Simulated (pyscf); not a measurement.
Thermochemistry of product channels of F–Ga(F)–F + HCl on the singlet surface, in kJ/mol, from CCSD(T)/def2-TZVPP + ΔMP2(QZVPP) energies (ideal gas, 1 atm, RRHO with modes under 100 cm⁻¹ raised to 100, one conformer, R ln 2 for rigid chiral ones). Optimised with ωB97X-D3(BJ)/def2-SVP in PySCF. MP2 and CC: frozen core, UHF for open shells. ΔMP2 is the change of the MP2 total energy from the triple- to the quadruple-zeta basis.

```
products             ΔE  ΔH(298 K)  ΔG(600 K)  ΔG(900 K)
---------------  ------  ---------  ---------  ---------
HF + F–Ga(F)–Cl   -38.9      -33.9      -38.2      -40.6
F–Cl + F–GaH–F   +358.8     +355.6     +346.4     +342.2
```

These are energies of the channels, which say nothing of barriers. The CCSD(T) − MP2 part came from Ansatz, without density fitting, on the same reference. The frozen core leaves the outer d or s,p core shells of the metals and heavy elements correlated in the MP2 and CC values, and def2-TZVPP describes them poorly, which can shift differences by a few kcal/mol. Elements up to Kr have no core potential and no relativistic terms here.
